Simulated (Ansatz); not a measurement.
singlet BO(+): levels of theory in one basis

```xyz
2

B     0.0000    0.0000    0.0000
O     0.0000    0.0000    1.1447
```

Basis set: def2-SVP (spherical functions). Correlated methods keep 2 orbitals frozen. Charge 1, multiplicity 1.

Computed with Ansatz (development build ahead of 0.2.0); each method stands on the lowest determinant of its kind that the runs found.

| method | E − E(RHF) (eV) | <S²> of the determinant |
| --- | --- | --- |
| RHF | 0.00 | 0.00 |
| UHF | -0.59 | 1.02 |
| UHF-MP2 | -4.98 | 1.02 |
| RHF-CCSD(T) | -7.07 | – |

(1) What does RHF-MP2 give on the same scale?

(2) Is a single determinant a sound starting point here?

Results:

(1) -6.78 eV.

(2) It is doubtful. Unrestricted orbitals lower Hartree–Fock by 0.59 eV and <S²> is 1.02 where a pure state has 0.00, a sign of strong static correlation.

Caution for RHF, RHF-MP2, RHF-CCSD(T): an unrestricted determinant lies well below. Caution for UHF, UHF-MP2: the unrestricted determinant is a mixture of spin states. Caution for UHF-MP2: a plain start can end on a higher determinant; another reference gives a lower total.
